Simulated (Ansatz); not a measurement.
**C2H3Cl: one species, many methods**

One table from this session's results is given with a row withheld; the runs are named, their logs left out.

The runs use Ansatz 0.2.0, Gaussian basis; functionals in def2-TZVPP, the program's frozen cores in correlated methods.

Plan: LDA (SPW92), PBE-D4, revPBE-D4, BLYP-D4, r2SCAN-D4, B97M-V, PBE0-D4, B3LYP-D4, r2SCANh-D4, r2SCAN0-D4, HSE06-D4, BHLYP-D4, CAM-B3LYP-D4, LC-ωPBE, ωB97X-V, ωB97M-V, B2PLYP, PBE-QIDH; CCSD(T)/def2-SVP; CCSD(T)/def2-TZVPP; CCSD(T)/def2-QZVPP; extrapolation to the limit; RPA on PBE.

### The relaxed structure

The geometry comes from an earlier relaxation with PBE0-D4 in a triple-zeta def2 set; it is a stationary point.

SMILES `C=CCl`, 6 atoms, charge 0, spin multiplicity 1.

Atoms are counted from 1 here; the program's logs count them from 0.

Bond lengths: C1–C2 1.320 Å, C1–H4 1.083 Å, C1–H5 1.083 Å, C2–Cl3 1.721 Å, C2–H6 1.083 Å. Angles: C2–C1–H4 122.2°, C2–C1–H5 119.4°, H4–C1–H5 118.4°, C1–C2–Cl3 123.5°, C1–C2–H6 123.6°, Cl3–C2–H6 112.9°.

The first run:

in.yaml

```yaml
crystal:
  periodic: [false, false, false]
  atoms:
    - {symbol: C, position_ang: [-0.455118, 0.191238, -0.546725]}
    - {symbol: C, position_ang: [0.385624, -0.022196, 0.447963]}
    - {symbol: Cl, position_ang: [0.904852, -1.590036, 0.931928]}
    - {symbol: H, position_ang: [-0.876596, -0.618495, -1.128597]}
    - {symbol: H, position_ang: [-0.738037, 1.206707, -0.795823]}
    - {symbol: H, position_ang: [0.821177, 0.768781, 1.045054]}
basis:
  gaussian: {orbitals: def2-TZVPP}
hamiltonian: {xc: lda}
output: {orbitals: {seedname: orbitals}}
```

Launch:

```console
$ ansatz run in.yaml --threads 4 --pin off --events-out ev --progress --plain --max-ram 10444MiB
```

Among the steps run: LDA; PBE-D4 (GGA); revPBE-D4 (GGA); BLYP-D4 (GGA); r2SCAN-D4 (meta-GGA); B97M-V (meta-GGA); B3LYP-D4 (hybrid); r2SCANh-D4 (hybrid); r2SCAN0-D4 (hybrid); HSE06-D4 (hybrid); BHLYP-D4 (hybrid); CAM-B3LYP-D4 (range-separated); LC-ωPBE (range-separated); ωB97X-V (range-separated); ωB97M-V (range-separated); B2PLYP (double hybrid); PBE-QIDH (double hybrid).

One table of the session follows, with a row left open; its other results are not shown here.

It belongs to the step «Frontier levels by functional». 

```
  functional  HOMO (eV)  gap (eV)
 LDA (SPW92)      -6.56      5.05
      PBE-D4      -6.39      5.12
   revPBE-D4      -6.33      5.15
     BLYP-D4      -6.23      5.08
   r2SCAN-D4      -6.62      5.56
      B97M-V      -6.64      5.66
     PBE0-D4      -7.57      7.30
    B3LYP-D4      -7.33      6.83
  r2SCANh-D4      -7.06      6.37
  r2SCAN0-D4      -7.72      7.58
    HSE06-D4      -7.16      6.52
    BHLYP-D4          ?         ?
CAM-B3LYP-D4      -8.89      9.77
     LC-ωPBE     -10.29     12.36
     ωB97X-V      -9.89     11.89
     ωB97M-V      -9.77     11.65
```

Q: Estimate the row for BHLYP-D4 from the others.

Worked estimate for «HOMO (eV)». Against the share of exact exchange, BLYP-D4 (0, -6.23), B3LYP-D4 (0.2, -7.33) give a slope of -5.50 per unit share; at 0.5 the line stands at -8.98.

**Answer.** HOMO (eV): -8.58; gap (eV): 9.42. In «HOMO (eV)» the line misses by -0.40.
